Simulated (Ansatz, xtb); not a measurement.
A geometry optimisation of CH4Si2− with r2SCAN-D4/def2-SVPD

The starting geometry of this gas-phase doublet has its atoms placed at random.

```yaml
atoms:
  - { symbol: C, position_ang: [0.2589, 0.4672, 1.6383] }
  - { symbol: Si, position_ang: [0.5122, -0.6290, -0.7859] }
  - { symbol: Si, position_ang: [-1.2837, -0.2986, 1.3558] }
  - { symbol: H, position_ang: [0.8508, -0.6353, 1.6632] }
  - { symbol: H, position_ang: [-0.1964, 1.2201, -0.3378] }
  - { symbol: H, position_ang: [-0.3632, -0.4481, -1.6022] }
  - { symbol: H, position_ang: [0.1902, 0.6440, -1.2836] }
```

Problem. One run relaxed it with r2SCAN-D4/def2-SVPD. What is a likely outcome?

Solution. It falls apart into CH2Si2 + H2 (formulas without charges). Distances that change by over a tenth: C1–H4 (1.25 → 1.09 Å), Si2–H6 (1.21 → 1.74 Å). Contacts that open: Si2–H7 (1.40 → 3.35 Å). Contacts that close: C1–Si2 (2.67 → 1.81 Å), Si3–H6 (3.10 → 1.74 Å), H5–H7 (1.17 → 0.77 Å).

The energy falls by 6.44 eV over 41 steps:

```
step  E − E(last) (eV)
   1             6.436
   5             2.192
  10             0.433
  14             0.359
  19             0.024
  23             0.016
  28             0.001
  32             0.000
  37             0.000
  41             0.000
```

Final geometry (Å):

```
atom    x (Å)    y (Å)    z (Å)
   C   0.2436  -0.6463   1.2693
  Si   0.6413  -1.2706  -0.3779
  Si  -1.3748   0.0040   0.8029
   H   0.7985  -0.6409   2.2109
   H   0.5891   1.5641  -1.4145
   H  -0.9373  -0.6361  -0.7585
   H   0.0084   1.9460  -1.0843
```

From the same start GFN2-xTB ends elsewhere, differing in Si2–H6 (2.00 against 1.74 Å here), Si2–H7 (1.46 against 3.35 Å here), Si3–H6 (3.14 against 1.74 Å here), H5–H7 (2.49 against 0.77 Å here).

From so rough a start the end depends on the optimiser's path, so another program may land elsewhere. No frequencies were run, so the end isn't proven a minimum. Open shells are spin-unrestricted. Run with Ansatz 0.2.0, 3.7 min on 2 threads of Arm Neoverse V2, on a shared host.
